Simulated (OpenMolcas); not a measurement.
# Worked example: vertical energy of the quartet above the doublet of CH2N (SMILES C=[N])

CH2N: 4 atoms, total charge 0, spin state doublet. SMILES: `C=[N]`. Geometry: relaxed at GFN2-xTB.

Both states at this one shape; open shells run unrestricted unless said. 1 Eh = 27.2114 eV.

| level | program | doublet CH2N (Eh) | quartet CH2N (Eh) |
| --- | --- | --- | --- |
| ROHF/STO-3G | OpenMolcas | -92.226350 | -92.056711 |
| UHF/STO-3G | OpenMolcas | -92.237818 | -92.061208 |

Task: Work out the vertical gap, second state less first, at each level.

Result: 
1. ROHF/STO-3G: -92.056711 − (-92.226350) = 0.169639 Eh = 4.62 eV.
2. UHF/STO-3G: -92.061208 − (-92.237818) = 0.176610 Eh = 4.81 eV.

No measured value is set beside it here; the levels span 4.62 to 4.81 eV. Minimal sets are far from the basis-set limit. The first state is spin-contaminated at UHF/STO-3G (⟨S²⟩ = 1.00).
